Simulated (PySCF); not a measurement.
LiN: a composite coupled-cluster calculation

State: ³Σ⁻, triplet, unpaired electrons π ↑↑. De refers to Li + N. ROHF-based CCSD(T) in PySCF 2.14 with Li cc-pVTZ, N cc-pVTZ and Li cc-pVQZ, N cc-pVQZ (frozen core orbitals: 2; no relativity). Correlation energies are extrapolated as n⁻³ (n = 3, 4), Hartree–Fock as (n+1)·exp(−9√n). CV is the change on freezing 0 orbitals instead, in Li cc-pCVTZ, N cc-pwCVTZ. SR is the spin-free X2C energy in Li cc-pVTZ-DK, N cc-pVTZ-DK less the non-relativistic one in Li cc-pVTZ, N cc-pVTZ.

```csv
Level,Re (Å),ωe (cm⁻¹),ωexe (cm⁻¹),αe (cm⁻¹),De (eV)
CCSD(T)/TZ,1.8805,660.6,6.78,0.0164,1.420
CCSD(T)/QZ,1.8759,667.1,6.78,0.0164,1.575
HF/CBS,1.8390,730.3,5.82,0.0147,0.015
MP2/CBS,1.8662,690.0,5.98,0.0152,1.583
CCSD/CBS,1.8671,682.9,6.46,0.0159,1.568
CCSD(T)/CBS,1.8740,671.4,6.63,0.0162,1.665
CCSD(T)/CBS+CV,1.8643,676.7,6.67,0.0162,1.679
CCSD(T)/CBS+CV+SR,1.8627,678.2,6.74,0.0163,1.674
```

Question: How much is left between CCSD(T)/QZ and the basis-set limit, and how much do the triples give at the limit?

Answer: CCSD(T)/CBS less CCSD(T)/QZ: -1.9 mÅ in Re, +4.3 cm⁻¹ in ωe and +0.090 eV in De. CCSD(T)/CBS less CCSD/CBS: +6.9 mÅ in Re, -11.5 cm⁻¹ in ωe and +0.097 eV in De.

Question: What do the later terms add?

Answer: CV: -9.7 mÅ in Re, +5.3 cm⁻¹ in ωe and +0.014 eV in De; SR: -1.6 mÅ in Re, +1.5 cm⁻¹ in ωe and -0.005 eV in De, each against the row above.

The T1 diagnostic is 0.029. The state was picked by a PBE0 search and need not be the measured ground state. Spin–orbit coupling, excitations beyond (T) and corrections to the Born–Oppenheimer picture are left out.

The whole job (state search and all basis sets along the bond) took about 6.8 min on 4 threads of Arm Neoverse V2 (shared host), peak memory 7.8 GiB.
